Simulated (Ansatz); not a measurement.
A nudged elastic band was laid between two geometries of BH5O (7 atoms, charge 0, multiplicity 1).

Method: RKS r2SCAN/def2-SVP (Ansatz).

```json
{
  "movable images": "7",
  "climbing image": "yes",
  "spring": "5.0 eV/Å²",
  "optimiser": "quadratic models (default)",
  "start path": "through a guess of the saddle point",
  "force threshold": "0.05 eV/Å",
  "iteration limit": "60",
  "end points": "relaxed"
}
```

First end point:

```xyz
7
Properties=species:S:1:pos:R:3
B -0.019 -0.014 0.063
H -0.395 0.485 1.114
H 1.138 0.211 -0.233
H -0.817 0.044 -0.853
O 0.015 -1.673 0.402
H -0.876 -1.932 0.685
H 0.587 -1.808 1.172
```

Last end point:

```xyz
7
Properties=species:S:1:pos:R:3
B 0.007 -0.173 -1.024
H 0.251 -1.368 3.415
H 0.995 0.514 -1.125
H -0.813 -0.278 -1.914
O -0.152 -0.834 0.143
H -0.956 -1.370 0.173
H 0.302 -1.178 2.681
```

(1) What changes between the two ends?

(2) Give the energies along the band, and the barrier.

(3) What is the geometry of the highest image?

(4) What are the harmonic wavenumbers there?

The band took 23 iterations and roughly 4 core-minutes.

Results:

(1) Bonds broken: B1–H2, O5–H7. Bonds formed: H2–H7. BH5O becomes BH3O + H2.

(2) The run converged. The highest image is number 2 of 0 to 8, 0.86 eV above the first end and 1.53 eV above the last; the last end lies 0.67 eV below the first. A vibrational analysis at the climbing image gives one clearly imaginary mode, 1237i cm⁻¹: a first-order saddle point. The orbitals stay closed-shell, which can raise the energy where a bond breaks towards radicals; this wasn't checked here.

| image | path coordinate (Å) | energy (eV) | B1–H2 (Å) | O5–H7 (Å) | H2–H7 (Å) |
| --- | --- | --- | --- | --- | --- |
| 0 | 0.00 | 0.00 | 1.22 | 0.97 | 2.49 |
| 1 | 0.93 | 0.05 | 1.22 | 0.97 | 2.14 |
| 2 | 1.86 | 0.86 | 1.35 | 1.28 | 1.03 |
| 3 | 2.69 | -0.32 | 2.03 | 2.10 | 0.76 |
| 4 | 3.51 | -0.62 | 2.73 | 2.77 | 0.76 |
| 5 | 4.34 | -0.64 | 3.47 | 2.84 | 0.76 |
| 6 | 5.17 | -0.65 | 3.97 | 2.71 | 0.76 |
| 7 | 5.99 | -0.66 | 4.36 | 2.62 | 0.76 |
| 8 | 6.82 | -0.67 | 4.60 | 2.60 | 0.76 |

(3) 
```xyz
7
Properties=species:S:1:pos:R:3
B 0.073 -0.261 0.012
H -0.058 0.180 1.284
H 1.134 0.167 -0.365
H -0.954 0.042 -0.550
O 0.160 -1.787 0.415
H -0.712 -2.182 0.283
H -0.008 -0.848 1.271
```

(4) 1237i, 496, 815, 823, 1036, 1051, 1092, 1170, 1262, 1371, 2072, 2189, 2558, 2665, 3837 cm⁻¹.

Time of the run: 4.1 min on 1 thread of Arm Neoverse V1, on a shared host, peak memory 0.1 GiB.
